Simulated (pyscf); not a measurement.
Routes from H₂N–SiH: [singlet] + hydrogen (H₂)

Candidate steps break at most two bonds and form at most two. Each was searched with GFN2-xTB (tblite) first. Optimised with ωB97X-D3(BJ)/def2-SVP in PySCF. Energies: ωB97M-D3(BJ)/def2-TZVP, eV, from the separated reactants, singlet surface; ΔG‡ with ideal gas, 1 atm, RRHO with modes under 100 cm⁻¹ raised to 100, one conformer, R ln 2 for chiral ones without a mode under 150 cm⁻¹.

| products | type | ΔE‡ | ΔE | ΔG‡ 298 K | ΔG‡ 900 K | ν‡ (cm⁻¹) |
|---|---|---|---|---|---|---|
| H₂N–SiH₃ | insertion | 1.03 | -1.72 | 1.39 | 2.09 | 1294i |
| SiH₂ [singlet] + NH₃ | four-centre exchange | 1.27 | +1.11 | 1.67 | 2.44 | 1404i |

Row 2: On the product side the descent ends in an adduct with a N–Si contact, 1.41 eV under the separated species and 1.53 eV under the saddle at ωB97X-D3(BJ)/def2-TZVP. 

Plain bond fissions and candidates not yet searched are not listed, and one of them may be faster. Each barrier is that of the saddle found; lower ones may exist.
